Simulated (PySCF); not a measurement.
tetrafluoroethylene (C2F4), SMILES FC(F)=C(F)F.

The structure is a stationary point at B3LYP-D3(BJ)/def2-SVP.

Two levels are set side by side: PBE/def2-TZVP (PySCF) and PBE0/def2-TZVP (PySCF). Same geometry, gas phase. Differences are taken from unrounded values.

```
quantity                      PBE0    PBE  PBE minus PBE0
---------------------------  -----  -----  --------------
orbital gap (eV)              8.27   5.75           -2.52
highest occupied level (eV)  -7.55  -6.06            1.48
lowest empty level (eV)       0.73  -0.31           -1.04
mean polarisability (bohr³)   26.5   27.6             1.1
```

PBE's occupied levels lie high since its potential decays too fast outside the molecule; exact exchange lowers them and widens the gap. PBE's more diffuse valence density responds more strongly to a field. Differences between two approximate levels are no errors against the true value.

Rough cost on one machine, each run with all the roots and properties that it gave: PBE0 against PBE within a factor of 2.
